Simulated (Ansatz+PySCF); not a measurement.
Results of a calculation; reference values are marked as such.
**Several solutions for singlet LiF in separate pieces**

```yaml
atoms:
  - { symbol: Li, position_ang: [0.0000, 0.0000, 0.0000] }
  - { symbol: F, position_ang: [30.0000, 0.0000, 0.0000] }
```

Basis set: cc-pVDZ (spherical functions). Charge 0, multiplicity 1.

UHF was run from several starts with Ansatz (development build ahead of 0.2.0) and PySCF 2.14.0.

```
run  program                                 start  converged  energy (hartree)  <S²>
  A    PySCF    guess atom, instabilities followed        yes        -106.80766  1.00
  B   Ansatz               stability test followed        yes        -106.80766  1.00
  C   Ansatz               atomic start, no search        yes        -106.61974  0.00
  D    PySCF  guess huckel, instabilities followed        yes        -106.80766  1.00
  E    PySCF      guess 1e, instabilities followed        yes        -106.80766  1.00
  F   Ansatz           search for the lowest state        yes        -106.80766  1.00
  G    PySCF   guess minao, instabilities followed        yes        -106.80766  1.00
  H    PySCF                      program defaults         no                 –     –
```

(1) Which runs reached the lowest solution of this kind, and what is wrong with the others?

Answers

(1) A, B, D, E, F, G reached the lowest solution found. Converged but too high: C by 5.11 eV. Convergence only shows a stationary point, and even a stable one can lie too high; stability tests and further starts are what find lower ones. Not converged: H. Caution: the unrestricted determinant is a mixture of spin states. Caution: the determinant breaks the point group.
